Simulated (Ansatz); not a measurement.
**CH2SSi (SMILES [SiH]#CS): single points off equilibrium**

The atoms stand at a structure displaced at random from a GFN2-xTB minimum. How far do the functionals agree with CCSD(T) there?

The runs use Ansatz 0.2.0, Gaussian basis; single points in def2-TZVPP.

Correlated methods freeze the cores.

### 1 The system as given

5 atoms, charge 0, spin multiplicity 1.

Atoms are counted from 1 here; the program's logs count them from 0.

Bond lengths: Si1–C2 1.649 Å, Si1–H4 1.520 Å, C2–S3 1.900 Å, S3–H5 1.554 Å. Angles: C2–Si1–H4 163.3°, Si1–C2–S3 111.1°, C2–S3–H5 103.2°.

Coordinates:

```csv
atom,x (Å),y (Å),z (Å)
Si1,-1.2463,-0.1246,-0.5270
C2,-0.0082,0.4871,0.3750
S3,1.5633,-0.5616,0.1773
H4,-2.5627,-0.2927,-1.2672
H5,2.5797,0.1388,1.1218
```

### 2 CCSD(T)/def2-TZVPP

The input, run/in.yaml:

```yaml
crystal:
  periodic: [false, false, false]
  atoms:
    - {symbol: Si, position_ang: [-1.246300, -0.124600, -0.527000]}
    - {symbol: C, position_ang: [-0.008200, 0.487100, 0.375000]}
    - {symbol: S, position_ang: [1.563300, -0.561600, 0.177300]}
    - {symbol: H, position_ang: [-2.562700, -0.292700, -1.267200]}
    - {symbol: H, position_ang: [2.579700, 0.138800, 1.121800]}
basis:
  gaussian: {orbitals: def2-TZVPP}
correlation: {method: ccsd_t}
output: {forces: true}
```

The command line of these runs was not kept.

### 3 PBE0-D4/def2-TZVPP

run/in.yaml: that of step 2 with these lines changed.

```diff
@@ -10,3 +10,3 @@
   gaussian: {orbitals: def2-TZVPP}
-correlation: {method: ccsd_t}
-output: {forces: true}
+hamiltonian: {xc: pbe0, dispersion: d4}
+output: {forces: true, orbitals: {seedname: orbitals}}
```

### 4 wB97M-V/def2-TZVPP

run/in.yaml: that of step 3 with these lines changed.

```diff
@@ -10,3 +10,3 @@
   gaussian: {orbitals: def2-TZVPP}
-hamiltonian: {xc: pbe0, dispersion: d4}
-output: {forces: true, orbitals: {seedname: orbitals}}
+hamiltonian: {xc: {name: wB97M-V}}
+output: {forces: true}
```

### 5 r2SCAN-D4/def2-TZVPP

run/in.yaml: that of step 4 with these lines changed.

```diff
@@ -10,3 +10,3 @@
   gaussian: {orbitals: def2-TZVPP}
-hamiltonian: {xc: {name: wB97M-V}}
+hamiltonian: {xc: r2scan, dispersion: d4}
 output: {forces: true}
```

### 6 PBE-D4/def2-TZVPP

run/in.yaml: that of step 5 with these lines changed.

```diff
@@ -10,3 +10,3 @@
   gaussian: {orbitals: def2-TZVPP}
-hamiltonian: {xc: r2scan, dispersion: d4}
+hamiltonian: {xc: pbe, dispersion: d4}
 output: {forces: true}
```

### 7 BLYP-D4/def2-TZVPP

run/in.yaml: that of step 6 with these lines changed.

```diff
@@ -10,3 +10,3 @@
   gaussian: {orbitals: def2-TZVPP}
-hamiltonian: {xc: pbe, dispersion: d4}
+hamiltonian: {xc: {name: BLYP}, dispersion: d4}
 output: {forces: true}
```

### 8 B97M-V/def2-TZVPP

run/in.yaml: that of step 7 with these lines changed.

```diff
@@ -10,3 +10,3 @@
   gaussian: {orbitals: def2-TZVPP}
-hamiltonian: {xc: {name: BLYP}, dispersion: d4}
+hamiltonian: {xc: {name: B97M-V}}
 output: {forces: true}
```

(Steps that only read results are left out.)

Q: Predict the outcome of this session. Wanted: energy less free atoms, CCSD(T)/def2-TZVPP; RMS force component; RMS force error; HOMO and LUMO, PBE0-D4; T1 diagnostic.

**Answer**, as computed:

```
                                  quantity                                                                                          value
energy less free atoms, CCSD(T)/def2-TZVPP                                                                                 -1233.6 kJ/mol
                       RMS force component                                                           1.394 to 1.556 eV/Å over the methods
                           RMS force error  PBE0-D4 0.350, wB97M-V 0.441, r2SCAN-D4 0.245, PBE-D4 0.230, BLYP-D4 0.188, B97M-V 0.259 eV/Å
                    HOMO and LUMO, PBE0-D4                                                                             -5.92 and -2.80 eV
                             T1 diagnostic                                                                                          0.032
```

In words: Against CCSD(T) the functionals' energies less atoms differ by -123.1 to -33.4 kJ/mol, PBE-D4 by -123.1 kJ/mol. CCSD(T) in triple zeta still lacks some correlation energy of the bonds, so part of these gaps is its own basis error and they don't rank the functionals. The forces of BLYP-D4 come nearest to CCSD(T), those of wB97M-V are farthest. Frozen-core CCSD(T) forces in triple zeta carry basis errors of their own, and this is one geometry, so small gaps rank nothing. The T1 diagnostic is large here, over the usual mark for main-group molecules (transition-metal compounds often pass it harmlessly), so CCSD(T) itself may be off. The restricted Hartree–Fock reference is unstable towards an unrestricted one at one or more of these structures.
